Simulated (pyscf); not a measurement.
Four-centre exchange: Cl–Sn:–Cl (SMILES [Cl][Sn][Cl]) [singlet] + H₂ (SMILES [H][H]) → HCl (SMILES Cl) + Cl–SnH: (SMILES [Cl][SnH]) [singlet]

Gas phase, singlet surface, charge 0. Bonds broken: Cl1–Sn2, H4–H5. Bonds formed: Cl1–H4, Sn2–H5. Structures and frequencies: ωB97X-D3(BJ)/def2-SVP in PySCF.

Transition state (Å):

```xyz
5

Cl    -1.1993     1.2022    -0.1073
Sn     1.1228     1.2674    -1.5623
Cl     2.5457     1.0737     0.3272
H     -0.4847     0.0404    -0.6574
H      0.3559    -0.4655    -1.2880
```

One imaginary mode, 1000i cm⁻¹; descent along it reached the two sides named, in the forms told below.

```csv
bond,change,reactant side (Å),saddle,product side
Cl1–Sn2,breaks,2.377,2.7,2.9
H4–H5,breaks,0.762,1.166,3.3
Cl1–H4,forms,3.0,1.471,1.305
Sn2–H5,forms,3.0,1.915,1.775
```

Electronic energies relative to the separated reactants (kcal/mol):

```
level                   barrier  reaction energy  reverse barrier
----------------------  -------  ---------------  ---------------
ωB97X-D3(BJ)/def2-TZVP     32.4            +36.3             -3.9
PBE/def2-TZVP              25.6            +34.0             -8.4
r²SCAN/def2-TZVP           27.1            +35.2             -8.2
B3LYP-D3(BJ)/def2-TZVP     30.1            +34.7             -4.7
PBE0-D3(BJ)/def2-TZVP      26.9            +33.2             -6.3
M06-2X/def2-TZVP           33.2            +35.9             -2.8
ωB97M-D3(BJ)/def2-TZVP     30.9            +31.7             -0.8
HF/def2-TZVP               43.2            +29.1             14.2
```

With ωB97M-D3(BJ)/def2-TZVP energies and thermal terms (ideal gas, 1 atm, RRHO with modes under 100 cm⁻¹ raised to 100, one conformer, R ln 2 for chiral ones without a mode under 150 cm⁻¹), in kcal/mol:

| T (K) | ΔH‡ | ΔG‡ | ΔH | ΔG |
|---|---|---|---|---|
| 298 | 30.5 | 38.6 | +31.9 | +30.2 |
| 600 | 29.7 | 47.2 | +31.3 | +28.6 |
| 900 | 29.6 | 55.9 | +31.0 | +27.4 |
| 1200 | 29.9 | 64.6 | +30.8 | +26.2 |

On the product side the descent ends in a bound adduct, 9.6 kcal/mol under the separated species and 5.8 kcal/mol under the saddle at ωB97X-D3(BJ)/def2-TZVP. At ωB97X-D3(BJ)/def2-TZVP, PBE, r²SCAN, B3LYP-D3(BJ), PBE0-D3(BJ), M06-2X, ωB97M-D3(BJ) the saddle lies under the separated products, which points to a path from their complex (located at ωB97X-D3(BJ) alone), and parting the products costs more than the saddle. This is the saddle that the search found; another between the same sides may lie lower. Elements past Kr carry the def2 core potentials, without spin-orbit coupling.
